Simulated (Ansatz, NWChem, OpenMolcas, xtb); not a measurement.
Loss of HF: BHF2 → BF + HF

Gas-phase species: BHF2 `FBF`, singlet; BF, singlet; HF (hydrogen fluoride), singlet. This is a balance of energies; it says nothing on the path, which may need atoms to shift.

Shapes, held fixed at every level: PBE0-D4/def2-TZVP. Programs: Ansatz 0.2.0, NWChem 7.3.0, OpenMolcas 26.06, xtb 6.7.1. A level may come from different programs for different species; with the same settings they agree closely. The zero-point and thermal change to 298 K, harmonic and unscaled (PBE0-D4/def2-TZVP), is -7.1 kJ/mol.

Task: Estimate ΔH(298 K) of this reaction.

Result: The highest level, CCSD(T)/CBS estimate, gives ΔH(298 K) = +349.5 kJ/mol; the levels span +336.2 to +434.2. The column of differences is taken from that level and isn't an error. No measured value is set beside it here. The CBS estimate extrapolates MP2 from def2-TZVPP and def2-QZVPP and adds CCSD(T) − MP2 in the triple-zeta set, cores frozen.

```json
{"level": "GFN0-xTB", "kind": "semi-empirical", "ΔH(298 K) (kJ/mol)": "+336.2", "less CCSD(T)/CBS estimate": "-13.3"}
{"level": "SPW92/def2-TZVPP", "kind": "LDA", "ΔH(298 K) (kJ/mol)": "+409.9", "less CCSD(T)/CBS estimate": "+60.4"}
{"level": "B3LYP/6-31G* (spherical functions)", "kind": "global hybrid", "ΔH(298 K) (kJ/mol)": "+434.2", "less CCSD(T)/CBS estimate": "+84.7"}
{"level": "PBE0/def2-SVP", "kind": "global hybrid", "ΔH(298 K) (kJ/mol)": "+415.4", "less CCSD(T)/CBS estimate": "+65.9"}
{"level": "wB97X-V/def2-TZVPP", "kind": "range-separated hybrid", "ΔH(298 K) (kJ/mol)": "+372.0", "less CCSD(T)/CBS estimate": "+22.5"}
{"level": "CCSD(T)/def2-SVP", "kind": "coupled cluster or CI", "ΔH(298 K) (kJ/mol)": "+375.1", "less CCSD(T)/CBS estimate": "+25.6"}
{"level": "CCSD/def2-SVP", "kind": "coupled cluster or CI", "ΔH(298 K) (kJ/mol)": "+374.8", "less CCSD(T)/CBS estimate": "+25.3"}
{"level": "CCSD/def2-TZVPP", "kind": "coupled cluster or CI", "ΔH(298 K) (kJ/mol)": "+350.3", "less CCSD(T)/CBS estimate": "+0.8"}
{"level": "CCSD(T)/CBS estimate", "kind": "coupled cluster or CI", "ΔH(298 K) (kJ/mol)": "+349.5", "less CCSD(T)/CBS estimate": "0.0"}
```
